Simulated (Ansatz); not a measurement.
# CH4NSi: the cost of one run

Method: UKS PBE0-D4/def2-SVP, in Ansatz 0.2.0.

## 1. The system as given

Bond lengths: C1–N2 1.372 Å, C1–Si3 2.089 Å, N2–Si3 1.660 Å, C1–H4 1.084 Å, C1–H5 1.084 Å, Si3–H6 1.458 Å, Si3–H7 1.458 Å. Angles: C1–N2–Si3 86.6°, N2–C1–Si3 52.5°, N2–C1–H4 120.7°, N2–C1–H5 120.4°, Si3–C1–H4 116.1°, Si3–C1–H5 117.0°, H4–C1–H5 115.0°, C1–Si3–N2 41.0°, C1–Si3–H6 113.4°, C1–Si3–H7 113.9°, N2–Si3–H6 124.5°, N2–Si3–H7 124.1°, H6–Si3–H7 111.3°.

As a file:

```xyz
7

C    -0.6876   -0.0569   -0.7897
N    -0.9830   -0.5252    0.4660
Si    0.5418   -0.0339    0.8995
H    -0.3987   -0.7395   -1.5801
H    -1.0791    0.8959   -1.1266
H     1.7438   -0.8451    0.7514
H     0.8627    1.3046    1.3795
```

## 2. Relaxing the start

input.yaml reads:

```yaml
crystal:
  periodic: [false, false, false]
  atoms:
    - { symbol: C, position_ang: [-0.68756, -0.05689, -0.78974] }
    - { symbol: "N", position_ang: [-0.98299, -0.52516, 0.46603] }
    - { symbol: Si, position_ang: [0.54179, -0.03387, 0.8995] }
    - { symbol: H, position_ang: [-0.39871, -0.73949, -1.58012] }
    - { symbol: H, position_ang: [-1.07905, 0.8959, -1.12665] }
    - { symbol: H, position_ang: [1.74383, -0.8451, 0.75145] }
    - { symbol: H, position_ang: [0.86269, 1.30461, 1.37953] }
magnetization:
  spin_polarized: true
  initial_magnetization: 1
basis:
  gaussian: { orbitals: def2-SVP }
hamiltonian:
  xc: pbe0
  dispersion: d4
relax:
  f_tol: 0.02
  max_steps: 40
```

Launch:

```
$ ansatz run input.yaml --threads 1 --pin off --max-ram 2048MiB --backend cpu --events-out ev --progress --plain --runs-dir out
```

What time and memory should one allow on 1 thread of AMD EPYC (Zen 3), shared host?

About 84 s, with a peak of 0.15 GiB.
